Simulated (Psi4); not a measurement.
# AlF2 (SMILES [F][Al][F]) at UDSD-PBEP86/def2-TZVPP

Aim: the vertical doublet–quartet gap of AlF2 at UDSD-PBEP86/def2-TZVPP, from 2 runs. 

Program for the calculation: Psi4 1.11.

### Step 1. The system as given

AlF2: 3 atoms, total charge 0, spin state doublet. SMILES: `[F][Al][F]`. Geometry: relaxed at PBE0-D4/def2-TZVP.

Bond lengths: F1–Al2 1.647 Å, Al2–F3 1.647 Å. Angles: F1–Al2–F3 119.7°.

### Step 2. A single-point energy at UDSD-PBEP86/def2-TZVPP

Contents of alf2.xyz:

```xyz
3
AlF2
F      0.533000    -1.361200     0.136400
Al     0.388700     0.275400     0.245200
F     -0.932500     1.021000    -0.394800
```

Contents of run.py:

```python
import psi4

psi4.set_memory('1600 MB')
psi4.set_num_threads(1)
psi4.set_output_file('psi4.out', False)

with open('alf2.xyz') as f:
    atoms = ''.join(f.readlines()[2:])
mol = psi4.geometry('0 2\n' + atoms + 'symmetry c1\nno_reorient\nno_com')

psi4.set_options({
    'reference': 'uks',
    'puream': True,
    'e_convergence': 1e-09,
    'd_convergence': 1e-08,
    'scf_type': 'pk',
    'dft_radial_points': 99,
    'dft_spherical_points': 590,
    'num_frozen_docc': 7,
    'maxiter': 200,
})

e, wfn = psi4.energy("dsd-pbep86/def2-TZVPP", molecule=mol, return_wfn=True)
print('E =', round(e, 9))
```

Launch:

```console
$ python run.py
```

psi4.out:

```text
[...]
  Running in c1 symmetry.
[...]
  Nuclear repulsion =   90.260752901983054
[...]
  Multiplicity = 2
[...]
  Nalpha       = 16
  Nbeta        = 15
[...]
    Number of basis functions: 104
[...]
   @UKS iter   1:  -441.39963371369367   -8.73813e-01   5.72148e-03 DIIS/ADIIS
[...]
   @UKS iter  12:  -441.51792605399800   -5.34328e-12   7.74326e-09 DIIS
[...]
   @S^2 Observed:                7.511877729E-01
[...]
    Orbital Energies [Eh]
    ---------------------
    Alpha Occupied:
       1A    -57.674410     2A    -25.705602     3A    -25.705599
       4A     -4.685503     5A     -3.080051     6A     -3.079296
       7A     -3.076760     8A     -1.426236     9A     -1.418392
      10A     -0.641154    11A     -0.605746    12A     -0.577336
      13A     -0.570262    14A     -0.557365    15A     -0.552884
      16A     -0.326104
    Alpha Virtual:
      17A      0.000439    18A      0.076864    19A      0.082066
      20A      0.189167    21A      0.226003    22A      0.227279
      23A      0.263453    24A      0.274345    25A      0.278256
[...]
  @UKS Final Energy:  -441.51792605399800
   => Energetics <=
    Nuclear Repulsion Energy =             90.2607529019830537
    One-Electron Energy =                -796.5965634881699771
    Two-Electron Energy =                 276.0856349798633573
    DFT Exchange-Correlation Energy =     -11.2677504476744996
    Empirical Dispersion Energy =           0.0000000000000000
    VV10 Nonlocal Energy =                  0.0000000000000000
    Total Energy =                       -441.5179260539979964
[...]
 Multipole Moments:
 ------------------------------------------------------------------------------------
     Multipole            Electronic (a.u.)      Nuclear  (a.u.)        Total (a.u.)
 ------------------------------------------------------------------------------------
 L = 1.  Multiply by 2.5417464519 to convert [e a0] to [Debye]
 Dipole X            :         -2.2221919            2.7544648            0.5322729
 Dipole Y            :         -0.5766498            0.9796340            0.4029843
 Dipole Z            :         -1.2902848            1.6289439            0.3386591
 Magnitude           :                                                    0.7485991
[...]
```

Standard output:

```text
Memory set to   1.490 GiB by Python driver.
  Threads set to 1 by Python driver.
E = -441.805713593
```

Run time: 11 s. Hardware: 1 thread of Intel Xeon Platinum 8488C (Sapphire Rapids), shared host; peak memory 0.64 GiB.

### Step 3. The quartet, same level

Contents of calc.in:

```
memory 1.6 GB

molecule geom {
  0 4
  F      0.533000    -1.361200     0.136400
  Al     0.388700     0.275400     0.245200
  F     -0.932500     1.021000    -0.394800
  symmetry c1
}

set globals {
  basis                def2-TZVPP
  reference            uks
  puream               true
  e_convergence        1e-09
  d_convergence        1e-08
  scf_type             pk
  dft_radial_points    99
  dft_spherical_points 590
  num_frozen_docc      7
  maxiter              200
}

e_tot, wfn = energy("dsd-pbep86", return_wfn=True)
```

Launch:

```console
$ psi4 -n 1 calc.in calc.out
```

calc.out:

```text
[...]
  Running in c1 symmetry.
[...]
  Nuclear repulsion =   90.260752901983039
[...]
  Multiplicity = 4
[...]
  Nalpha       = 17
  Nbeta        = 14
[...]
    Number of basis functions: 104
[...]
   @UKS iter   1:  -441.15423053539251   -6.28410e-01   2.56356e-03 ADIIS/DIIS
[...]
   @UKS iter  20:  -441.18674078927017   -1.42109e-12   6.18165e-09 DIIS
[...]
   @S^2 Observed:                3.792555243E+00
[...]
    Orbital Energies [Eh]
    ---------------------
    Alpha Occupied:
       1A    -57.656827     2A    -25.875058     3A    -25.875047
       4A     -4.673781     5A     -3.068621     6A     -3.067829
       7A     -3.067195     8A     -1.590630     9A     -1.584584
      10A     -0.786232    11A     -0.759239    12A     -0.755118
      13A     -0.741656    14A     -0.715911    15A     -0.708206
      16A     -0.340017    17A     -0.184242
    Alpha Virtual:
      18A      0.046122    19A      0.067473    20A      0.188716
      21A      0.208517    22A      0.209233    23A      0.246545
      24A      0.252664    25A      0.256206    26A      0.290561
[...]
  @UKS Final Energy:  -441.18674078927017
   => Energetics <=
    Nuclear Repulsion Energy =             90.2607529019830395
    One-Electron Energy =                -794.0542833756659320
    Two-Electron Energy =                 273.8266376307736891
    DFT Exchange-Correlation Energy =     -11.2198479463609360
    Empirical Dispersion Energy =           0.0000000000000000
    VV10 Nonlocal Energy =                  0.0000000000000000
    Total Energy =                       -441.1867407892701749
[...]
 Multipole Moments:
 ------------------------------------------------------------------------------------
     Multipole            Electronic (a.u.)      Nuclear  (a.u.)        Total (a.u.)
 ------------------------------------------------------------------------------------
 L = 1.  Multiply by 2.5417464519 to convert [e a0] to [Debye]
 Dipole X            :         -0.5269319            0.1678201           -0.3591118
 Dipole Y            :         -0.3389229            0.1079606           -0.2309623
 Dipole Z            :         -0.0000000           -0.0000000           -0.0000000
 Magnitude           :                                                    0.4269717
[...]
```

Wall time 17 s (1 thread of Intel Xeon Platinum 8488C (Sapphire Rapids), shared host); peak memory 0.64 GiB.

### Step 4. Outcome

At UDSD-PBEP86/def2-TZVPP, 7 core orbitals frozen:

```
                                                         quantity          value
                                            doublet: total energy  -441.80571 Eh
doublet: HOMO energy (SCF part's orbitals) (highest over α and β)       -8.87 eV
 doublet: LUMO energy (SCF part's orbitals) (lowest over α and β)       -1.35 eV
                                                    doublet: ⟨S²⟩          0.751
                                            quartet: total energy  -441.46518 Eh
quartet: HOMO energy (SCF part's orbitals) (highest over α and β)       -5.01 eV
                                                    quartet: ⟨S²⟩          3.793
                 vertical energy of the quartet above the doublet       9.266 eV
```

At this shape the quartet lies 9.27 eV (214 kcal/mol) above the doublet.
